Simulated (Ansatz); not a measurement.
Born–Oppenheimer molecular dynamics of BFH5N (8 atoms, charge 0, multiplicity 1). It starts at the highest image of a converged band, a first-order saddle point between two minima.

These are results of RKS PBE0-D4/cc-pVDZ (Ansatz), not measurements.

| Item | Value |
| --- | --- |
| ensemble | NVE (velocity Verlet) |
| time step | 0.5 fs |
| steps asked | 200 |
| starting velocities drawn for | 300 K |
| seed | 11247 |

First frame:

```xyz
8
Properties=species:S:1:pos:R:3
B -0.007 0.082 0.249
N -0.014 0.074 1.755
H -0.798 -0.373 2.222
H 0.855 -0.153 2.229
H 1.071 -0.019 -0.279
H -1.015 -0.297 -0.291
F -0.244 1.867 0.377
H -0.192 1.417 1.342
```

Q: How far do the bonds stretch over the last three quarters of this one trajectory? (Pairs bonded in most of those frames.)

A: 
```tsv
bond	mean (Å)	spread (Å)	shortest	longest
B1–N2	1.841	0.083	1.65	1.95
B1–H5	1.231	0.033	1.17	1.30
B1–H6	1.229	0.009	1.21	1.26
B1–F7	1.393	0.077	1.25	1.55
N2–H3	1.026	0.018	0.99	1.07
N2–H4	1.024	0.017	0.99	1.07
N2–H8	1.037	0.065	0.94	1.14
```

Pairs bonded in part of these frames only: B1–N2 85 %.

Mean temperature of the second half: 843 K. The conserved energy stayed within 0.49 meV per atom of its start (net change 0.2 meV per atom), so the integration is sound. The kinetic energy rose, since the run started high on the potential surface and went downhill. A run of 0.1 ps of so small a system gives no equilibrium averages. The orbitals stay closed-shell, which can raise the energy where a bond breaks towards radicals; this wasn't checked here.

Run time: 2.2 min on 1 thread of AMD EPYC 9R45 96-Core Processor (Zen 5), with other jobs on the host, peak memory 0.14 GiB.
